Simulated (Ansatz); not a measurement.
**BFH₂S: a ladder of functionals and wavefunction methods**

How much do the methods differ for BFH₂S? The plan is to run it at one geometry with functionals of several rungs and with coupled cluster, and see how far each lands from CCSD(T) at the basis-set limit for the atomisation energy.

Method: functionals in def2-TZVPP, the program's frozen cores in correlated methods; program: Ansatz 0.2.0, Gaussian basis.

Plan: LDA (SPW92), PBE-D4, revPBE-D4, BLYP-D4, r2SCAN-D4, B97M-V, PBE0-D4, B3LYP-D4, r2SCANh-D4, r2SCAN0-D4, HSE06-D4, BHLYP-D4, CAM-B3LYP-D4, LC-ωPBE, ωB97X-V, ωB97M-V, B2PLYP, PBE-QIDH; CCSD(T)/def2-SVP; CCSD(T)/def2-TZVPP; CCSD(T)/def2-QZVPP; extrapolation to the limit.

### Step 1. The geometry

An earlier PBE0-D4 in a triple-zeta def2 set relaxation fixed the geometry.

SMILES `FBS`, 5 atoms, charge 0, spin multiplicity 1.

Atoms are counted from 1 here; the program's logs count them from 0.

Bond lengths: F1–B2 1.322 Å, B2–S3 1.794 Å, B2–H4 1.194 Å, S3–H5 1.342 Å. Angles: F1–B2–S3 117.9°, F1–B2–H4 119.5°, S3–B2–H4 122.6°, B2–S3–H5 94.9°.

### Step 2. LDA

This LDA is Slater exchange with PW92 correlation.

in.yaml

```yaml
crystal:
  periodic: [false, false, false]
  atoms:
    - {symbol: F, position_ang: [-1.119107, -0.905887, -1.069200]}
    - {symbol: B, position_ang: [-0.412799, -0.339131, -0.106107]}
    - {symbol: S, position_ang: [0.972370, 0.698626, -0.579391]}
    - {symbol: H, position_ang: [-0.712014, -0.530924, 1.033689]}
    - {symbol: H, position_ang: [1.321449, 1.003717, 0.679609]}
basis:
  gaussian: {orbitals: def2-TZVPP}
hamiltonian: {xc: lda}
output: {orbitals: {seedname: orbitals}}
```

The run is started by

```bash
> ansatz run in.yaml --threads 2 --pin off --events-out ev --progress --plain --max-ram 32768MiB --backend cpu
```

The runs that follow: PBE-D4 (GGA); revPBE-D4 (GGA); BLYP-D4 (GGA); r2SCAN-D4 (meta-GGA); B97M-V (meta-GGA); B3LYP-D4 (hybrid); r2SCANh-D4 (hybrid); r2SCAN0-D4 (hybrid); HSE06-D4 (hybrid); BHLYP-D4 (hybrid); CAM-B3LYP-D4 (range-separated); LC-ωPBE (range-separated); ωB97X-V (range-separated); ωB97M-V (range-separated); B2PLYP (double hybrid); PBE-QIDH (double hybrid); CCSD(T) in def2-SVP; CCSD(T) in def2-TZVPP; CCSD(T) in def2-QZVPP.

Q: Predict the results of all the runs planned. Wanted: atomisation energy, CCSD(T)/CBS; farthest beyond LDA; mean size of error, GGA; mean size of error, meta-GGA; mean size of error, hybrid; mean size of error, range-separated; mean size of error, double hybrid; gap, smallest and largest; T1 diagnostic.

The runs gave:

| quantity | value |
| --- | --- |
| atomisation energy, CCSD(T)/CBS | 18.743 eV |
| functionals within 0.094 eV (0.5 %) | revPBE-D4, BLYP-D4, PBE0-D4, B3LYP-D4, HSE06-D4, LC-ωPBE, B2PLYP, PBE-QIDH |
| farthest beyond LDA | BHLYP-D4 (-0.524 eV) |
| mean size of error, GGA | 0.196 eV |
| mean size of error, meta-GGA | 0.274 eV |
| mean size of error, hybrid | 0.159 eV |
| mean size of error, range-separated | 0.126 eV |
| mean size of error, double hybrid | 0.061 eV |
| gap, smallest and largest | 5.37 eV (LDA (SPW92)), 12.70 eV (LC-ωPBE) |
| T1 diagnostic | 0.0136 |
| triples share of the correlation energy | 3.5 % |

What this shows: The LDA atomisation energy is off by 2.868 eV (15 %): it overbinds. PBE-D4 is off by +0.476 eV. Double hybrids carry the basis error of their MP2 part in triple zeta, and no dispersion term here, so their miss is partly the set-up's. By mean error the best rung here is double hybrid (0.061 eV) and the worst beyond LDA is meta-GGA (0.274 eV). Misses under about 0.094 eV are within the doubt on the reference itself, which lacks core-valence correlation, relativity and higher excitations. Hartree-Fock recovers 76 % of the binding; the rest is correlation. CCSD(T) in def2-SVP is off by -0.907 eV, more than most functionals: a good method in a small basis is no reference. Orbital gaps span 5.4 to 12.7 eV; exact exchange widens them.
